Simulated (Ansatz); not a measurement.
C6H10 can be A, `C#CC(C)(C)C`, or B, `CCC#CCC`.

Gas-phase electronic energies from Ansatz, PBE0-D4/def2-TZVP geometries. CCSD(T)/CBS adds triple-zeta CCSD(T) − MP2 to the extrapolated MP2 energy (def2 sets, frozen cores). DFT in def2-TZVPP. B3LYP here is the variant with VWN-RPA as its local correlation; programs differ in this.

(1) Which isomer does CCSD(T)/CBS put lower? Give the gap. (An estimate is asked.)

(2) Give E(B) − E(A) in kJ/mol with ωB97M-V, r2SCAN-D4, B2PLYP, BLYP-D4, CCSD/def2-TZVPP, B3LYP, B3LYP-D4. (Estimate.)

Largest T1 diagnostic: 0.010.

Answers

(1) Computed: B, by 3.7 kJ/mol.

(2) Computed: ωB97M-V -7.8, r2SCAN-D4 -13.2, B2PLYP -15.4, BLYP-D4 -14.6, CCSD/def2-TZVPP -6.1, B3LYP -25.9, B3LYP-D4 -15.5. None reverses the order clearly.

The D4 term adds +10.4 kJ/mol with B3LYP and +5.6 kJ/mol with PBE0; it sums over pairs of atoms, weighted by their polarisabilities, and B3LYP, whose exchange is more repulsive, gets the larger term. From BLYP to BHLYP (50 % exact exchange), in def2-TZVPP and without D4, E(B) − E(A) moves by +6.3 kJ/mol.
